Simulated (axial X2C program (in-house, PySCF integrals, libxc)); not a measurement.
ClF⁻: from the spin-free to the two-component result

All values were computed with an in-house relativistic program for diatomic molecules. Spin-free means the one-electron spin-free X2C Hamiltonian; two-component (2c) means X2C with spin–orbit coupling and atomic mean-field two-electron Coulomb and Gaunt terms, so the difference of the two also holds small scalar two-electron terms. Basis: Cl dyall-av3z [9s8p3d2f], F dyall-av3z [7s6p3d2f] (cores contracted in-house); Gaussian nuclei, density fitting, unrestricted open shells. Masses: Cl 34.969 u, F 18.998 u.

Spin-free state: M_S = 1/2, Λ = 0 (beyond evenly filled blocks: σα); fragments Cl- + F.

```
level  Re (Å)  ωe (cm⁻¹)  De (eV)  μ (D)
 PBE0   2.226      309.4    1.521  -1.04
 BP86   2.294      265.9    2.002  -1.19
```

Dipoles are positive if F is the positive end and refer to the centre of mass.

Two-component determinant lowest at the distance of the search:

Ω = 1/2 (⟨Sz⟩ = 0.50, ⟨Lz⟩ = 0.00 at PBE0); fragments Cl- + F for PBE0; Cl + F- for BP86.

```csv
level,Re (Å),ωe (cm⁻¹),De (eV),μ (D)
PBE0,2.227,309.3,1.521,-1.04
BP86,2.295,265.6,n/a,-1.19
```

Q: From the two tables, how do the constants change at the PBE0 level (2c against spin-free)?

A: At the PBE0 level Re is unchanged within 0.001 Å and ωe stays the same within 0.2 cm⁻¹; De is not compared, since the atomic limits differ or miss part of their spin–orbit lowering.

One determinant describes the state; a PBE0 search over occupations chose it and may have missed a lower one. De is counted from the lowest determinant-based energies of the atoms at the same level, without counterpoise correction. De is not given where an atomic determinant may have missed its ground term or J level, or where the truncated virtual space spoils (T). Density functionals use the spin component along the axis (collinear). In 2c an atomic determinant is not the ground J level, so De misses part of the atomic spin–orbit lowering. This holds for PBE0. Without a current term, density functionals place determinants with orbital angular momentum somewhat too high. The highest occupied level of some functionals is positive through self-interaction error; at Hartree–Fock it is bound.
